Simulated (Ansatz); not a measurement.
Input for Ansatz (development build ahead of 0.2.0):

```yaml
crystal:
  periodic: [false, false, false]
  atoms:
    - { symbol: B, position_ang: [0.0, 0.0, 0.0] }
    - { symbol: "N", position_ang: [0.0, 0.0, 1.274] }
basis:
  gaussian: { orbitals: def2-SVP }
magnetization:
  spin_polarized: true
hamiltonian:
  xc: hf
correlation:
  method: mp2
  frozen_orbitals: { B: 1, "N": 1 }
scf:
  omitted_lower_state_checks: [starts, atomic_configurations, cluster_reference, orbital_swaps, given_window_search, neighbouring_geometries, increment]
```

The input is written out in the form of the current development build from the run's settings.

Output:

```json
{
 "Converged": "yes",
 "Reference energy": "-78.92030 hartree",
 "Correlation energy": "-0.16214 hartree",
 "Total energy": "-79.08244 hartree",
 "Spin squared of the determinant": "1.167",
 "Stability test": "minimum"
}
```

Messages of the program:
```
mean field -2147.53071978 eV, -78.9202983033 hartree, gradient 2.3e-6 eV, S^2 1.166552; 3 other ends of a descent, 0 dependent functions left out
```

Caution: the unrestricted determinant is a mixture of spin states; a plain start can end on a higher determinant; another reference gives a lower total.
